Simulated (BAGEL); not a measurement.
**C3H3N (E-propargylimine): PBE0/def2-SVPD (density fitting with qzvpp-jkfit)**

Aim: the energy change on altering one bond length of C3H3N (E-propargylimine) at PBE0/def2-SVPD (density fitting with qzvpp-jkfit), from 2 runs. 

The calculation is run with BAGEL 1.2.2.

## Step 1: The molecule

C3H3N: 7 atoms, total charge 0, spin state singlet. SMILES: `[H]/N=C/C#C`. Geometry: relaxed at GFN2-xTB.

Bond lengths: N2–C3 1.259 Å, C3–C4 1.417 Å, C4–C5 1.201 Å, H1–N2 1.018 Å, C3–H6 1.102 Å, C5–H7 1.050 Å. Angles: N2–C3–C4 120.9°, C3–C4–C5 177.6°, N2–C3–H6 125.8°, C4–C3–H6 113.3°, H1–N2–C3 115.4°, C4–C5–H7 179.2°.

## Step 2: A single-point energy at PBE0/def2-SVPD (density fitting with qzvpp-jkfit)

File input.json:

```json
{ "bagel": [

{
  "title": "molecule",
  "basis": "def2-svpd.json",
  "df_basis": "qzvpp-jkfit",
  "angstrom": "true",
  "geometry": [
    { "atom": "H", "xyz": [       0.783940,      -2.067320,       1.200570 ] },
    { "atom": "N", "xyz": [       0.112220,      -1.500030,       0.688220 ] },
    { "atom": "C", "xyz": [       0.514480,      -0.352890,       0.359800 ] },
    { "atom": "C", "xyz": [      -0.324330,       0.534880,      -0.357990 ] },
    { "atom": "C", "xyz": [      -0.997770,       1.319980,      -0.968440 ] },
    { "atom": "H", "xyz": [       1.507820,       0.069130,       0.581950 ] },
    { "atom": "H", "xyz": [      -1.596370,       1.996260,      -1.504120 ] }
  ]
},

{ "title": "ks", "xc_func": "pbe0" },

{ "title": "print", "file": "orbitals.molden", "orbitals": "true" }

]}
```

The basis set def2-SVPD is read from a file made from the Basis Set Exchange's data (not shown).

Launch:

```bash
$ BAGEL_NUM_THREADS=1 BAGEL input.json > input.out
```

Log:

```text
* using 1 threads per process

  ===============================================================
  ===============================================================

  *** Geometry ***

  { "atom" : "H", "xyz" : [      1.481432,     -3.906669,      2.268748 ] },
  { "atom" : "N", "xyz" : [      0.212065,     -2.834646,      1.300547 ] },
  { "atom" : "C", "xyz" : [      0.972226,     -0.666865,      0.679923 ] },
  { "atom" : "C", "xyz" : [     -0.612895,      1.010777,     -0.676503 ] },
  { "atom" : "C", "xyz" : [     -1.885512,      2.494401,     -1.830086 ] },
  { "atom" : "H", "xyz" : [      2.849367,      0.130637,      1.099726 ] },
  { "atom" : "H", "xyz" : [     -3.016702,      3.772385,     -2.842375 ] },

  Number of auxiliary basis functions:      356

  Since a DF basis is specified, we compute 2- and 3-index integrals:
    o Being stored without compression. Storage requirement is 0.031 GB

  Number of basis functions:      104
  Number of electrons      :       28

    * METHOD: MOLECULE                             0.14

  *** Kohn-Sham DFT ***

    * Removing 11189 points whose weight is below 1.00e-10
    * Grid points: 93153

  === Nuclear Repulsion ===
    90.9234373372

       - DIIS with orbital gradients will be used.

  === KS iteration (pbe0 / def2-svpd.json) ===
      0       -144.42150669          0.12080252           0.27
      1       -114.85799444          0.13400375           0.26
      2       -130.30216628          0.15174795           0.26
      3       -159.22881563          0.09735679           0.26
      4       -164.26240168          0.08906212           0.26
      5       -169.88822903          0.03271072           0.26
      6       -170.20769533          0.02387477           0.26
      7       -170.25680446          0.02002664           0.26
      8       -170.38498041          0.01155279           0.26
      9       -170.43299525          0.00569204           0.26
     10       -170.44227732          0.00315359           0.26
     11       -170.44650807          0.00026204           0.26
     12       -170.44653810          0.00005523           0.26
     13       -170.44653939          0.00001052           0.26
     14       -170.44653944          0.00000369           0.26
     15       -170.44653944          0.00000251           0.26
     16       -170.44653945          0.00000147           0.26
     17       -170.44653945          0.00000038           0.26
     18       -170.44653945          0.00000012           0.26
     19       -170.44653945          0.00000002           0.26
     20       -170.44653945          0.00000001           0.27
     21       -170.44653945          0.00000000           0.26
    * SCF iteration converged.

    * Permanent dipole moment:
           (   -0.565790,    -0.428860,    -0.042772) a.u.

    * METHOD: KS                                   6.16

    * METHOD: PRINT                                0.03

  ===============================================================
```

Run time: 6.6 s. Hardware: 1 thread of Arm Neoverse V1, shared host; peak memory 0.44 GiB.

## Step 3: The distorted shape at the same level

File job.json:

```json
{ "bagel" : [

{
  "title" : "molecule",
  "basis" : "def2-svpd.json",
  "df_basis" : "qzvpp-jkfit",
  "angstrom" : "true",
  "geometry" : [
    { "atom" : "H", "xyz" : [       0.873747,      -2.168781,       1.280937 ] },
    { "atom" : "N", "xyz" : [       0.202027,      -1.601491,       0.768587 ] },
    { "atom" : "C", "xyz" : [       0.604287,      -0.454351,       0.440167 ] },
    { "atom" : "C", "xyz" : [      -0.234523,       0.433419,      -0.277623 ] },
    { "atom" : "C", "xyz" : [      -0.907963,       1.218519,      -0.888073 ] },
    { "atom" : "H", "xyz" : [       1.597627,      -0.032331,       0.662317 ] },
    { "atom" : "H", "xyz" : [      -1.596370,       1.996260,      -1.504120 ] }
  ]
},

{ "title" : "ks", "xc_func" : "pbe0" },

{ "title" : "print", "file" : "orbitals.molden", "orbitals" : "true" }

]}
```

The basis set def2-SVPD is read from a file made from the Basis Set Exchange's data (not shown).

Launch:

```bash
$ BAGEL_NUM_THREADS=1 BAGEL job.json > job.out
```

Log:

```text
* using 1 threads per process

  ===============================================================
  ===============================================================

  *** Geometry ***

  { "atom" : "H", "xyz" : [      1.651143,     -4.098402,      2.420620 ] },
  { "atom" : "N", "xyz" : [      0.381776,     -3.026379,      1.452419 ] },
  { "atom" : "C", "xyz" : [      1.141937,     -0.858599,      0.831795 ] },
  { "atom" : "C", "xyz" : [     -0.443184,      0.819043,     -0.524631 ] },
  { "atom" : "C", "xyz" : [     -1.715801,      2.302667,     -1.678215 ] },
  { "atom" : "H", "xyz" : [      3.019077,     -0.061097,      1.251598 ] },
  { "atom" : "H", "xyz" : [     -3.016702,      3.772385,     -2.842375 ] },

  Number of auxiliary basis functions:      356

  Since a DF basis is specified, we compute 2- and 3-index integrals:
    o Being stored without compression. Storage requirement is 0.031 GB

  Number of basis functions:      104
  Number of electrons      :       28

    * METHOD: MOLECULE                             0.15

  *** Kohn-Sham DFT ***

    * Removing 11025 points whose weight is below 1.00e-10
    * Grid points: 93317

  === Nuclear Repulsion ===
    90.3664172220

       - DIIS with orbital gradients will be used.

  === KS iteration (pbe0 / def2-svpd.json) ===
      0       -144.61477629          0.12036444           0.26
      1       -115.36180497          0.12984654           0.26
      2       -130.70326641          0.15200497           0.26
      3       -161.23918184          0.08553160           0.26
      4       -164.26515565          0.07706570           0.26
      5       -170.05526953          0.02625583           0.26
      6       -170.33945018          0.01432287           0.26
      7       -170.41349486          0.00709908           0.26
      8       -170.41681814          0.00633033           0.26
      9       -170.43113148          0.00344967           0.26
     10       -170.43539625          0.00164773           0.26
     11       -170.43644221          0.00052790           0.26
     12       -170.43656230          0.00010036           0.26
     13       -170.43656691          0.00001240           0.26
     14       -170.43656698          0.00000375           0.26
     15       -170.43656698          0.00000374           0.26
     16       -170.43656698          0.00000200           0.26
     17       -170.43656698          0.00000050           0.26
     18       -170.43656698          0.00000018           0.26
     19       -170.43656698          0.00000009           0.26
     20       -170.43656698          0.00000003           0.26
     21       -170.43656698          0.00000001           0.26
    * SCF iteration converged.

    * Permanent dipole moment:
           (   -0.524485,    -0.477636,    -0.004886) a.u.

    * METHOD: KS                                   6.16

    * METHOD: PRINT                                0.03

  ===============================================================
```

It took 6.6 s on 1 thread of Arm Neoverse V1, shared host; peak memory 0.44 GiB.

## Step 4: Results

At PBE0/def2-SVPD (density fitting with qzvpp-jkfit):

| quantity | value |
| --- | --- |
| first shape: total energy | -170.44654 Eh |
| first shape: dipole moment | 1.81 D |
| first shape: HOMO energy | -7.99 eV |
| first shape: LUMO energy | -1.53 eV |
| first shape: HOMO–LUMO gap | 6.46 eV |
| distorted shape: total energy | -170.43657 Eh |
| distorted shape: dipole moment | 1.80 D |
| distorted shape: HOMO energy | -7.96 eV |
| distorted shape: LUMO energy | -1.49 eV |
| distorted shape: HOMO–LUMO gap | 6.48 eV |
| energy change with the C5–H7 bond stretched from 1.050 to 1.208 Å | 0.271 eV |

What this shows: With the C5–H7 bond stretched from 1.050 to 1.208 Å the energy rises by 0.27 eV (26.2 kJ/mol). The first shape isn't relaxed at this level, so the change isn't measured from a minimum.
